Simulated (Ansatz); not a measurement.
Results of r²SCAN in Ansatz (plane waves, PAW) for zinc-blende BP.

The same calculation (at the measured cell, 11.682 Å³/atom) with different numerical settings:

| run | k mesh | electronic dielectric constant ε∞ | dielectric constant ε0 (ions relaxed) | zone-centre TO phonon frequency (cm⁻¹) | rough time |
|---|---|---|---|---|---|
| 1 | 4×4×4 | 7.541 | 7.624 | 833.1 | 10 core-s |
| 2 | 6×6×6 | 8.321 | 8.404 | 819.6 | 20 core-s |
| 3 | 8×8×8 | 8.605 | 8.688 | 817.9 | 20 core-s |
| 4 | 12×12×12 | 8.729 | 8.812 | 817.6 | 50 core-s |
| 5 | 16×16×16 | 8.741 | 8.824 | 817.6 | 2 core-min |
| 6 | 20×20×20 | 8.743 | 8.826 | 817.6 | 4 core-min |

In the column high-frequency dielectric constant the first row differs from the last by -1.202 and the next to last by -0.002.

The last row is no converged limit: other settings stay fixed.

Ansatz is a program for electronic structure.
